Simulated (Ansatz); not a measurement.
# SiP (quartet): B2PLYP, RPA-PBE over vertical spin and charge gaps, cc-pVTZ

How well do these functionals follow the top wave-function level for SiP (quartet) over vertical spin and charge gaps?

The runs use Ansatz 0.2.0, Gaussian basis; cc-pVTZ, all electrons in the functionals, frozen cores in the correlation of double hybrids and RPA.

To be run: B2PLYP, RPA-PBE, at charge 0, quartet; charge 0, doublet; charge 0, sextet; charge 1, triplet; charge 1, quintet.

15 further runs of the same task are left out: 9 that didn't finish, 6 set aside as unsound or not needed.

### 1 The geometry

The geometry is a PBE0/def2-TZVP stationary point (not a proven minimum).

2 atoms, charge 0, spin multiplicity 4.

Atoms are counted from 1 here; the program's logs count them from 0.

Bond lengths: Si1–P2 2.343 Å.

No dispersion term is added.

The geometry shown and the zero of energy belong to the point charge 0, quartet. The yardstick, UCCSDT(Q), and other wave-function levels (R restricted, U unrestricted, valence and pair active spaces) come from earlier runs.

### 2 B2PLYP, charge 0, quartet

File in.yaml:

```yaml
crystal:
  periodic: [false, false, false]
  atoms:
    - {symbol: Si, position_ang: [0.000000, 0.000000, 0.000000]}
    - {symbol: P, position_ang: [0.000000, 0.000000, 2.343000]}
basis:
  gaussian: {orbitals: cc-pVTZ}
magnetization: {spin_polarized: true, initial_magnetization: 3}
hamiltonian: {xc: {name: B2PLYP}}
correlation: {electrons: outside_noble_gas}
```

The run is started by

```console
$ ansatz run in.yaml --threads 1 --pin off --events-out ev --progress --plain --max-ram 2393MiB
```

What it wrote:

```text
Functional definition: B2PLYP
  name "B2PLYP"
  cite "Grimme, J. Chem. Phys. 124, 034108 (2006) doi:10.1063/1.2148954"
  cite "Becke, Phys. Rev. A 38, 3098 (1988) doi:10.1103/PhysRevA.38.3098"
  cite "Lee, Yang & Parr, Phys. Rev. B 37, 785 (1988) doi:10.1103/PhysRevB.37.785"
  parameter a = 0.53
  parameter c = 0.27
  exchange = (1 - a)*b88_x + a*exact_x
  correlation = (1 - c)*lyp_c + c*(mp2_os + mp2_ss)
405 factors; integrals over basis functions are off by at most 8.5e-4 eV
mean field evaluation 1: about -17154.0725 eV, gradient 4.8e0 eV
mean field evaluation 2: about -17154.1588 eV, gradient 4.8e0 eV
mean field evaluation 4: about -17154.4237 eV, gradient 8.7e-1 eV
mean field evaluation 8: about -17154.4347 eV, gradient 2.5e-2 eV
mean field evaluation 16: about -17154.4348 eV, gradient 8.3e-5 eV
mean field evaluation 32: about -17154.3099 eV, gradient 7.2e-1 eV
mean field -17154.43475312 eV, -630.4138494835 hartree, gradient 2.2e-6 eV, S^2 3.770119; 6 other end points of the search recorded, 0 dependent functions left out
10 core orbitals not correlated: weight in the atoms' cores, before any rotation towards them, 1.000 or more for the frozen orbitals, at most 0.000 for the correlated occupied ones
reference -17154.43487287 eV, -630.4138538843 hartree; 6, 3 occupied and 52, 55 virtual orbitals, 405 factors
second order -5.87502239 eV of doubles, -0.00000000 eV of singles
Total energy: -17156.02112891 eV, -630.4721477187 hartree
```

Wall time 4.9 s (1 thread of Intel Xeon Platinum 8259CL at 2.50GHz, shared host).

From the report: ⟨S²⟩ of the determinant 3.770 (pure quartet: 3.75).

### 3 B2PLYP, charge 0, doublet

Changes to in.yaml since step 2:

```diff
@@ -7,3 +7,3 @@
   gaussian: {orbitals: cc-pVTZ}
-magnetization: {spin_polarized: true, initial_magnetization: 3}
+magnetization: {spin_polarized: true, initial_magnetization: 1}
 hamiltonian: {xc: {name: B2PLYP}}
```

Same command.

What it wrote (excerpt; [...] marks lines left out):

```text
Functional definition: B2PLYP
  name "B2PLYP"
  cite "Grimme, J. Chem. Phys. 124, 034108 (2006) doi:10.1063/1.2148954"
  cite "Becke, Phys. Rev. A 38, 3098 (1988) doi:10.1103/PhysRevA.38.3098"
  cite "Lee, Yang & Parr, Phys. Rev. B 37, 785 (1988) doi:10.1103/PhysRevB.37.785"
[...]
405 factors; integrals over basis functions are off by at most 8.5e-4 eV
[...]
mean field -17155.38418555 eV, -630.4487404820 hartree, gradient 1.3e-6 eV, S^2 1.151893; 8 other end points of the search recorded, 0 dependent functions left out
10 core orbitals not correlated: weight in the atoms' cores, before any rotation towards them, 1.000 or more for the frozen orbitals, at most 0.000 for the correlated occupied ones
reference -17155.38430125 eV, -630.4487447339 hartree; 5, 4 occupied and 53, 54 virtual orbitals, 405 factors
second order -6.96721235 eV of doubles, -0.00000000 eV of singles
Total energy: -17157.26544859 eV, -630.5178756233 hartree
```

Run time: 11 s. Hardware: 1 thread of Intel Xeon Platinum 8259CL at 2.50GHz, shared host.

From the report: ⟨S²⟩ of the determinant 1.152 (pure doublet: 0.75).

From charge 0, quartet: -1.244 eV.

### 4 B2PLYP, charge 0, sextet

Changes to in.yaml since step 3:

```diff
@@ -7,3 +7,3 @@
   gaussian: {orbitals: cc-pVTZ}
-magnetization: {spin_polarized: true, initial_magnetization: 1}
+magnetization: {spin_polarized: true, initial_magnetization: 5}
 hamiltonian: {xc: {name: B2PLYP}}
```

Same command.

What it wrote (excerpt; [...] marks lines left out):

```text
Functional definition: B2PLYP
  name "B2PLYP"
  cite "Grimme, J. Chem. Phys. 124, 034108 (2006) doi:10.1063/1.2148954"
  cite "Becke, Phys. Rev. A 38, 3098 (1988) doi:10.1103/PhysRevA.38.3098"
  cite "Lee, Yang & Parr, Phys. Rev. B 37, 785 (1988) doi:10.1103/PhysRevB.37.785"
[...]
407 factors; integrals over basis functions are off by at most 8.5e-4 eV
[...]
mean field -17152.92312868 eV, -630.3582983101 hartree, gradient 4.5e-6 eV, S^2 8.756634; 0 other end points of the search recorded, 0 dependent functions left out
10 core orbitals not correlated: weight in the atoms' cores, before any rotation towards them, 1.000 or more for the frozen orbitals, at most 0.000 for the correlated occupied ones
reference -17152.92325008 eV, -630.3583027714 hartree; 7, 2 occupied and 51, 56 virtual orbitals, 407 factors
second order -5.41656117 eV of doubles, -0.00000000 eV of singles
Total energy: -17154.38572159 eV, -630.4120476082 hartree
```

Wall time 3.1 s (1 thread of Intel Xeon Platinum 8259CL at 2.50GHz, shared host).

From the report: ⟨S²⟩ of the determinant 8.757 (pure sextet: 8.75).

From charge 0, quartet: +1.635 eV.

### 5 B2PLYP, charge 1, triplet

Changes to in.yaml since step 4:

```diff
@@ -7,3 +7,4 @@
   gaussian: {orbitals: cc-pVTZ}
-magnetization: {spin_polarized: true, initial_magnetization: 5}
+total_charge: 1
+magnetization: {spin_polarized: true, initial_magnetization: 2}
 hamiltonian: {xc: {name: B2PLYP}}
```

Launched as before.

What it wrote (excerpt; [...] marks lines left out):

```text
Functional definition: B2PLYP
  name "B2PLYP"
  cite "Grimme, J. Chem. Phys. 124, 034108 (2006) doi:10.1063/1.2148954"
  cite "Becke, Phys. Rev. A 38, 3098 (1988) doi:10.1103/PhysRevA.38.3098"
  cite "Lee, Yang & Parr, Phys. Rev. B 37, 785 (1988) doi:10.1103/PhysRevB.37.785"
[...]
405 factors; integrals over basis functions are off by at most 8.5e-4 eV
[...]
mean field -17147.49202783 eV, -630.1587090351 hartree, gradient 1.8e-6 eV, S^2 2.008703; 8 other end points of the search recorded, 0 dependent functions left out
10 core orbitals not correlated: weight in the atoms' cores, before any rotation towards them, 1.000 or more for the frozen orbitals, at most 0.000 for the correlated occupied ones
reference -17147.49214180 eV, -630.1587132235 hartree; 5, 3 occupied and 53, 55 virtual orbitals, 405 factors
second order -5.82384241 eV of doubles, -0.00000000 eV of singles
Total energy: -17149.06457925 eV, -630.2164992340 hartree
```

It took 13 s on 1 thread of Intel Xeon Platinum 8259CL at 2.50GHz, shared host.

From the report: ⟨S²⟩ of the determinant 2.009 (pure triplet: 2.00).

From charge 0, quartet: +6.957 eV.

### 6 B2PLYP, charge 1, quintet

Changes to in.yaml since step 5:

```diff
@@ -8,3 +8,3 @@
 total_charge: 1
-magnetization: {spin_polarized: true, initial_magnetization: 2}
+magnetization: {spin_polarized: true, initial_magnetization: 4}
 hamiltonian: {xc: {name: B2PLYP}}
```

The command is unchanged.

What it wrote (excerpt; [...] marks lines left out):

```text
Functional definition: B2PLYP
  name "B2PLYP"
  cite "Grimme, J. Chem. Phys. 124, 034108 (2006) doi:10.1063/1.2148954"
  cite "Becke, Phys. Rev. A 38, 3098 (1988) doi:10.1103/PhysRevA.38.3098"
  cite "Lee, Yang & Parr, Phys. Rev. B 37, 785 (1988) doi:10.1103/PhysRevB.37.785"
[...]
405 factors; integrals over basis functions are off by at most 8.5e-4 eV
[...]
mean field -17145.93919552 eV, -630.1016435003 hartree, gradient 1.9e-6 eV, S^2 6.009849; 0 other end points of the search recorded, 0 dependent functions left out
10 core orbitals not correlated: weight in the atoms' cores, before any rotation towards them, 1.000 or more for the frozen orbitals, at most 0.000 for the correlated occupied ones
reference -17145.93930703 eV, -630.1016475984 hartree; 6, 2 occupied and 52, 56 virtual orbitals, 405 factors
second order -5.00487162 eV of doubles, -0.00000000 eV of singles
Total energy: -17147.29062237 eV, -630.1513075211 hartree
```

Run time: 2.3 s. Hardware: 1 thread of Intel Xeon Platinum 8259CL at 2.50GHz, shared host.

From the report: ⟨S²⟩ of the determinant 6.010 (pure quintet: 6.00).

From charge 0, quartet: +8.731 eV.

### 7 RPA-PBE, charge 0, quartet

File in.yaml:

```yaml
crystal:
  periodic: [false, false, false]
  atoms:
    - {symbol: Si, position_ang: [0.000000, 0.000000, 0.000000]}
    - {symbol: P, position_ang: [0.000000, 0.000000, 2.343000]}
basis:
  gaussian: {orbitals: cc-pVTZ}
magnetization: {spin_polarized: true, initial_magnetization: 3}
hamiltonian: {xc: {name: PBE}}
correlation: {method: rpa, electrons: outside_noble_gas}
```

Same command.

What it wrote (excerpt; [...] marks lines left out):

```text
Functional definition: PBE
  name "PBE"
  cite "Perdew, Burke & Ernzerhof, Phys. Rev. Lett. 77, 3865 (1996) doi:10.1103/PhysRevLett.77.3865"
  parent pbe
[...]
405 factors; integrals over basis functions are off by at most 8.5e-4 eV
[...]
mean field -17154.35038529 eV, -630.4107490231 hartree, gradient 8.1e-6 eV, S^2 3.761313; 13 other end points of the search recorded, 0 dependent functions left out
10 core orbitals not correlated: weight in the atoms' cores, before any rotation towards them, 1.000 or more for the frozen orbitals, at most 0.000 for the correlated occupied ones
reference -17131.62603074 eV, -629.5756443966 hartree; 6, 3 occupied and 52, 55 virtual orbitals, 405 factors
Total energy: -17141.34514519 eV, -629.9328152647 hartree
```

Wall time 14 s (1 thread of Intel Xeon Platinum 8259CL at 2.50GHz, shared host).

From the report: ⟨S²⟩ of the determinant 3.761 (pure quartet: 3.75).

### 8 RPA-PBE, charge 0, doublet

Changes to in.yaml since step 7:

```diff
@@ -7,3 +7,3 @@
   gaussian: {orbitals: cc-pVTZ}
-magnetization: {spin_polarized: true, initial_magnetization: 3}
+magnetization: {spin_polarized: true, initial_magnetization: 1}
 hamiltonian: {xc: {name: PBE}}
```

Launched as before.

What it wrote (excerpt; [...] marks lines left out):

```text
Functional definition: PBE
  name "PBE"
  cite "Perdew, Burke & Ernzerhof, Phys. Rev. Lett. 77, 3865 (1996) doi:10.1103/PhysRevLett.77.3865"
  parent pbe
[...]
405 factors; integrals over basis functions are off by at most 8.5e-4 eV
[...]
mean field -17155.78664598 eV, -630.4635306298 hartree, gradient 9.4e-6 eV, S^2 0.762724; 17 other end points of the search recorded, 0 dependent functions left out
10 core orbitals not correlated: weight in the atoms' cores, before any rotation towards them, 1.000 or more for the frozen orbitals, at most 0.000 for the correlated occupied ones
reference -17131.59578065 eV, -629.5745327261 hartree; 5, 4 occupied and 53, 54 virtual orbitals, 405 factors
Total energy: -17142.75051296 eV, -629.9844615778 hartree
```

Wall time 16 s (1 thread of Intel Xeon Platinum 8259CL at 2.50GHz, shared host).

From the report: ⟨S²⟩ of the determinant 0.763 (pure doublet: 0.75).

From charge 0, quartet: -1.405 eV.

### 9 RPA-PBE, charge 0, sextet

Changes to in.yaml since step 8:

```diff
@@ -7,3 +7,3 @@
   gaussian: {orbitals: cc-pVTZ}
-magnetization: {spin_polarized: true, initial_magnetization: 1}
+magnetization: {spin_polarized: true, initial_magnetization: 5}
 hamiltonian: {xc: {name: PBE}}
```

The command is unchanged.

What it wrote (excerpt; [...] marks lines left out):

```text
Functional definition: PBE
  name "PBE"
  cite "Perdew, Burke & Ernzerhof, Phys. Rev. Lett. 77, 3865 (1996) doi:10.1103/PhysRevLett.77.3865"
  parent pbe
[...]
407 factors; integrals over basis functions are off by at most 8.5e-4 eV
[...]
mean field -17152.75900942 eV, -630.3522670384 hartree, gradient 1.7e-6 eV, S^2 8.752479; 0 other end points of the search recorded, 0 dependent functions left out
10 core orbitals not correlated: weight in the atoms' cores, before any rotation towards them, 1.000 or more for the frozen orbitals, at most 0.000 for the correlated occupied ones
reference -17130.80371054 eV, -629.5454246866 hartree; 7, 2 occupied and 51, 56 virtual orbitals, 407 factors
Total energy: -17139.66568149 eV, -629.8710961121 hartree
```

It took 1.6 s on 1 thread of Intel Xeon Platinum 8259CL at 2.50GHz, shared host.

From the report: ⟨S²⟩ of the determinant 8.752 (pure sextet: 8.75).

From charge 0, quartet: +1.679 eV.

### 10 RPA-PBE, charge 1, triplet

Changes to in.yaml since step 9:

```diff
@@ -7,3 +7,4 @@
   gaussian: {orbitals: cc-pVTZ}
-magnetization: {spin_polarized: true, initial_magnetization: 5}
+total_charge: 1
+magnetization: {spin_polarized: true, initial_magnetization: 2}
 hamiltonian: {xc: {name: PBE}}
```

Same command.

What it wrote (excerpt; [...] marks lines left out):

```text
Functional definition: PBE
  name "PBE"
  cite "Perdew, Burke & Ernzerhof, Phys. Rev. Lett. 77, 3865 (1996) doi:10.1103/PhysRevLett.77.3865"
  parent pbe
[...]
405 factors; integrals over basis functions are off by at most 8.5e-4 eV
[...]
mean field -17147.34321634 eV, -630.1532403137 hartree, gradient 1.7e-6 eV, S^2 2.006168; 10 other end points of the search recorded, 0 dependent functions left out
10 core orbitals not correlated: weight in the atoms' cores, before any rotation towards them, 1.000 or more for the frozen orbitals, at most 0.000 for the correlated occupied ones
reference -17124.67290619 eV, -629.3201217823 hartree; 5, 3 occupied and 53, 55 virtual orbitals, 405 factors
Total energy: -17134.14288459 eV, -629.6681370695 hartree
```

Run time: 8.5 s. Hardware: 1 thread of Intel Xeon Platinum 8259CL at 2.50GHz, shared host.

From the report: ⟨S²⟩ of the determinant 2.006 (pure triplet: 2.00).

From charge 0, quartet: +7.202 eV.

### 11 RPA-PBE, charge 1, quintet

Changes to in.yaml since step 10:

```diff
@@ -8,3 +8,3 @@
 total_charge: 1
-magnetization: {spin_polarized: true, initial_magnetization: 2}
+magnetization: {spin_polarized: true, initial_magnetization: 4}
 hamiltonian: {xc: {name: PBE}}
```

Launched as before.

What it wrote (excerpt; [...] marks lines left out):

```text
Functional definition: PBE
  name "PBE"
  cite "Perdew, Burke & Ernzerhof, Phys. Rev. Lett. 77, 3865 (1996) doi:10.1103/PhysRevLett.77.3865"
  parent pbe
[...]
405 factors; integrals over basis functions are off by at most 8.5e-4 eV
[...]
mean field -17145.54336463 eV, -630.0870969833 hartree, gradient 6.6e-6 eV, S^2 6.002987; 2 other end points of the search recorded, 0 dependent functions left out
10 core orbitals not correlated: weight in the atoms' cores, before any rotation towards them, 1.000 or more for the frozen orbitals, at most 0.000 for the correlated occupied ones
reference -17123.78366949 eV, -629.2874429365 hartree; 6, 2 occupied and 52, 56 virtual orbitals, 405 factors
Total energy: -17132.33287162 eV, -629.6016203198 hartree
```

It took 2.2 s on 1 thread of Intel Xeon Platinum 8259CL at 2.50GHz, shared host.

From the report: ⟨S²⟩ of the determinant 6.003 (pure quintet: 6.00).

From charge 0, quartet: +9.012 eV.

### 12 Against the wave-function levels

The yardstick is UCCSDT(Q), where the cluster series has nearly closed. It comes from earlier runs at the same points. Energies in eV, counted from charge 0, quartet; blanks weren't run or aren't comparable.

| level | quartet to doublet | quartet to sextet | ionisation to the triplet cation | ionisation to the quintet cation |
| --- | --- | --- | --- | --- |
| UCCSDT(Q) |  | 1.440 | 7.020 | 8.705 |
| B2PLYP | -1.244 | 1.635 | 6.957 | 8.731 |
| RPA-PBE | -1.405 | 1.679 | 7.202 | 9.012 |

Largest miss and mean time a point (UCCSDT(Q) took 1.7 min a point; shared hosts):

| level | largest miss (eV) | where | time a point |
| --- | --- | --- | --- |
| B2PLYP | +0.196 | quartet to sextet | 6.8 s |
| RPA-PBE | +0.307 | ionisation to the quintet cation | 8.4 s |

### 13 Results

| quantity | value |
| --- | --- |
| quartet to sextet, UCCSDT(Q) | 1.440 eV |
| ionisation to the triplet cation, UCCSDT(Q) | 7.020 eV |
| ionisation to the quintet cation, UCCSDT(Q) | 8.705 eV |
| largest miss, B2PLYP | +0.196 eV (quartet to sextet) |
| largest miss, RPA-PBE | +0.307 eV (ionisation to the quintet cation) |

Misses are known at 3 of 4 points at best, and only functionals with that many are ranked. Of the functionals, B2PLYP keep the smallest largest miss at the points compared (at most 0.196 eV) and RPA-PBE strays most (0.307 eV, at ionisation to the quintet cation). B2PLYP clearly breaks the spin symmetry at some points (⟨S²⟩ up to 0.40 above the pure value), so energy there is bought with a mixed spin. Functionals and the yardstick converge differently with the basis, so part of each miss in cc-pVTZ is the basis.
